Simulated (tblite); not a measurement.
C₅H₉Cl (triplet state).
Numbering: `[CH3:1][C:2]([CH3:3])([CH3:4])[C:5][Cl:6]` (hydrogens: H7, H8, H9 on C1; H10, H11, H12 on C3; H13, H14, H15 on C4)

Computed with GFN2-xTB (tblite), gas phase: L-BFGS steps from a force-field or distance-geometry start until the largest atomic force falls under 0.01 eV/Å.

Geometry at step 34:
```
atom  x, y, z in Å
C1      1.1169   -0.3628    0.7810
C2      0.0314    0.0510   -0.2307
C3     -0.9132    1.0633    0.4629
C4     -0.7816   -1.1736   -0.7069
C5      0.6507    0.7111   -1.4061
Cl6     2.0383    1.6006   -1.5296
H7      0.8580   -0.0116    1.7653
H8      1.2444   -1.4293    0.8163
H9      2.0869    0.0478    0.5597
H10    -1.7442    1.3589   -0.1733
H11    -0.3592    1.9642    0.7160
H12    -1.3057    0.6223    1.3720
H13    -0.8919   -1.8694    0.1182
H14    -1.7578   -0.8579   -1.0627
H15    -0.2773   -1.7067   -1.5040
```

Q: Give the atomic forces at this geometry.

A: 
```json
{"atom": "C1", "Fx (eV/Å)": "0.123", "Fy (eV/Å)": "-0.053", "Fz (eV/Å)": "0.064"}
{"atom": "C2", "Fx (eV/Å)": "-0.035", "Fy (eV/Å)": "0.326", "Fz (eV/Å)": "-0.400"}
{"atom": "C3", "Fx (eV/Å)": "0.042", "Fy (eV/Å)": "0.057", "Fz (eV/Å)": "-0.063"}
{"atom": "C4", "Fx (eV/Å)": "0.114", "Fy (eV/Å)": "0.142", "Fz (eV/Å)": "0.206"}
{"atom": "C5", "Fx (eV/Å)": "-0.057", "Fy (eV/Å)": "-0.213", "Fz (eV/Å)": "0.087"}
{"atom": "Cl6", "Fx (eV/Å)": "-0.102", "Fy (eV/Å)": "0.033", "Fz (eV/Å)": "-0.032"}
{"atom": "H7", "Fx (eV/Å)": "-0.177", "Fy (eV/Å)": "0.026", "Fz (eV/Å)": "0.359"}
{"atom": "H8", "Fx (eV/Å)": "-0.068", "Fy (eV/Å)": "-0.456", "Fz (eV/Å)": "-0.043"}
{"atom": "H9", "Fx (eV/Å)": "0.284", "Fy (eV/Å)": "0.262", "Fz (eV/Å)": "-0.231"}
{"atom": "H10", "Fx (eV/Å)": "0.056", "Fy (eV/Å)": "-0.114", "Fz (eV/Å)": "-0.081"}
{"atom": "H11", "Fx (eV/Å)": "0.030", "Fy (eV/Å)": "-0.007", "Fz (eV/Å)": "0.071"}
{"atom": "H12", "Fx (eV/Å)": "-0.118", "Fy (eV/Å)": "-0.035", "Fz (eV/Å)": "0.084"}
{"atom": "H13", "Fx (eV/Å)": "-0.240", "Fy (eV/Å)": "0.024", "Fz (eV/Å)": "0.096"}
{"atom": "H14", "Fx (eV/Å)": "0.014", "Fy (eV/Å)": "-0.068", "Fz (eV/Å)": "-0.001"}
{"atom": "H15", "Fx (eV/Å)": "0.135", "Fy (eV/Å)": "0.076", "Fz (eV/Å)": "-0.116"}
```

The largest, 0.52 eV/Å, acts on C2; the rms over all components is 0.162 eV/Å. The forces sum to zero within rounding, as they must for an isolated molecule in no field.

Q: Give the force on C2 in Eh/bohr and in nN.

A: 0.517 eV/Å ÷ 51.422 = 0.01006 Eh/bohr, and 0.517 eV/Å × 1.602 = 0.83 nN.

Q: How far is this geometry from the end of the optimisation?

A: 0.216 eV above it, and 0.422 Å rms away after alignment. The bonds farthest from their final lengths, with half the difference of the two atoms' forces along the bond (positive lengthens):

| bond | now (Å) | final (Å) | force along bond (eV/Å) |
| --- | --- | --- | --- |
| C1–H8 | 1.075 | 1.087 | +0.19 |
| C2–C4 | 1.545 | 1.533 | -0.06 |
| C2–C5 | 1.484 | 1.472 | -0.32 |
| C1–H7 | 1.077 | 1.088 | +0.18 |
| C1–H9 | 1.076 | 1.087 | +0.16 |
| C2–C3 | 1.549 | 1.543 | -0.04 |

The angle farthest from its final value is C2–C1–H9, 113.4° against 110.4°.

Of the 5 listed bonds off by 0.010 Å or more, this force points towards the final length in 5.

What follows is the cost of the whole relaxation. Time: 0.45 s wall. Hardware: an Arm Neoverse V2 with one thread, no GPU, shared host with 32 logical CPUs at a one-minute load of 36.
